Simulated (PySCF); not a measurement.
A spin–spin coupling run with PySCF 2.14.0 with density-fitted response routines (density fitting, non-relativistic, gas phase) on trimethylamine (CN(C)C, C3H9N):

```
{"job": {"kind": "j", "xc": "B3LYP", "basis": "pcJ-1"}, "charge": 0, "multiplicity": 1}
C     -0.357243     1.300804     0.378752
N     -0.137142    -0.122311     0.522397
C      1.265867    -0.453180     0.394903
C     -0.942552    -0.876689    -0.413748
H     -0.064643     1.679087    -0.614403
H      0.220520     1.829246     1.135750
H     -1.413345     1.516120     0.534842
H      1.675920    -0.198840    -0.596310
H      1.397920    -1.521505     0.560940
H      1.830288     0.087997     1.152945
H     -0.695382    -0.654915    -1.464965
H     -0.790995    -1.941076    -0.239084
H     -1.993603    -0.644254    -0.248339
```

Hardware: 1 thread of an x86-64 server CPU, shared host. The job also computes field gradients.

(1) How large is the calculation?

(2) How long does it take?

(3) And these other runs on the same molecule and hardware: GIAO shielding at PBE0/pcSseg-1?

## Answers

(1) 34 electrons, 198 basis functions and 715 auxiliary functions.

(2) 20 s of wall time, with 12 SCF cycles. Times on a shared host scatter by some tens of per cent.

(3) PBE0/pcSseg-1: 113 functions, 9.5 s.
